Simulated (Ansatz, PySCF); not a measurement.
Breaking a bond: CH, doublet.

Levels of theory: UMP2/3-21G = unrestricted MP2 (frozen core)/3-21G run with PySCF; UKS-B3LYP = Ansatz (an electronic-structure program) with unrestricted B3LYP/cc-pVDZ; UCCSDT = CCSDT on UHF/cc-pVDZ, frozen core in Ansatz; FCI = full CI/cc-pVDZ, frozen core run with Ansatz.

Energies relative to the lowest point of each curve near equilibrium, in eV:

| R / Å | UMP2/3-21G | UKS-B3LYP | UCCSDT |
|---|---|---|---|
| 0.90 | 1.174 | 1.297 | 1.348 |
| 1.05 | 0.100 | 0.133 | 0.141 |
| 1.16 | 0.011 | 0.002 | 0.001 |
| 1.25 | 0.144 | 0.125 | 0.122 |
| 1.29 | 0.237 | 0.220 | 0.216 |
| 1.36 | 0.430 | 0.424 | 0.418 |
| 1.53 | 1.039 | 1.024 | 0.997 |
| 2.24 | 2.430 | 3.055 | 2.804 |
| 2.76 | 2.533 | 3.433 | 3.177 |
| 3.04 | 2.547 | 3.502 | 3.235 |
| 3.38 | 2.556 | 3.542 | 3.263 |
| 4.49 | 2.566 | 3.573 | 3.277 |

**Question.** What does FCI give at the same points?

**Answer.** 0.90: 1.348; 1.05: 0.141; 1.16: 0.001; 1.25: 0.122; 1.29: 0.216; 1.36: 0.418; 1.53: 0.996; 2.24: 2.802; 2.76: 3.174; 3.04: 3.233; 3.38: 3.262; 4.49: 3.280 (eV).

The unrestricted determinant behind UMP2/3-21G, UCCSDT is spin-contaminated at 0.90 to 4.49 Å (<S²> up to 1.8, against 0.75 for a pure doublet). The unrestricted determinant behind UKS-B3LYP is spin-contaminated at 0.90, 1.89 to 4.49 Å (<S²> up to 1.8, against 0.75 for a pure doublet).
